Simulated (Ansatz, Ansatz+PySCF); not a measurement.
```xyz
3

H     0.0045    0.0233   -1.6188
C    -0.0146    0.0460   -0.5069
C    -0.0062    0.0449    0.7776
```

RHF-MP2 on singlet C₂H(-) was run in several spherical basis sets with Ansatz (development build ahead of 0.2.0). Frozen core: 2 orbitals. Caution: no diffuse functions for an anion.

(1) Rank the basis sets by the total energy that they give, lowest first, with the distance from the lowest.
A. def2-TZVP
B. def2-SVP
C. 6-31G(d)
D. cc-pVTZ
E. cc-pVDZ
F. 6-31G
G. STO-3G
H. aug-cc-pVDZ

Answers

(1) A (0.00 eV), D (0.10 eV), H (1.37 eV), E (2.37 eV), C (3.24 eV), B (4.23 eV), F (5.72 eV), G (36.43 eV).

Totals follow the description of the cores as much as that of the bonds, so this order isn't one of quality for chemistry.
